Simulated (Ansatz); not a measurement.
## Mg, hcp: how the functional moves the structure

All rows: Ansatz, plane waves with scalar-relativistic PAW, 420 eV (500 eV for the SCAN forms), relaxed under each functional, no dispersion correction, no zero-point motion. B₀ comes from uniform scaling at fixed shape; a dash is a value not given.

The measured cell (COD entry 9008506) has a = 3.209 Å, c = 5.210 Å (c/a = 1.624), 23.24 Å³/atom.

| functional | V (Å³/atom) | cell | B₀ (GPa) | magnetic state |
| --- | --- | --- | --- | --- |
| PBE | 22.94 | a = 3.195 Å, c = 5.188 Å (c/a = 1.624) | 36 | spin not included |
| PBEsol | 22.50 | a = 3.175 Å, c = 5.154 Å (c/a = 1.623) | 37 | spin not included |
| LDA | 21.61 | a = 3.133 Å, c = 5.085 Å (c/a = 1.623) | 40 | spin not included |
| revPBE | 23.56 | a = 3.224 Å, c = 5.234 Å (c/a = 1.624) | 34 | spin not included |
| RPBE | 23.69 | a = 3.230 Å, c = 5.245 Å (c/a = 1.624) | 34 | spin not included |
| BLYP | 23.42 | a = 3.216 Å, c = 5.229 Å (c/a = 1.626) | 31 | spin not included |

Problem. What does r²SCAN give?

Solution. V (Å³/atom): 22.57; cell: a = 3.179 Å, c = 5.157 Å (c/a = 1.622); B₀ (GPa): 40; magnetic state: spin not included.

Problem. Which functional comes closest to the measured volume?

Solution. BLYP, off by 0.8 %. The measured value holds thermal expansion and zero-point motion, which the calculations lack.
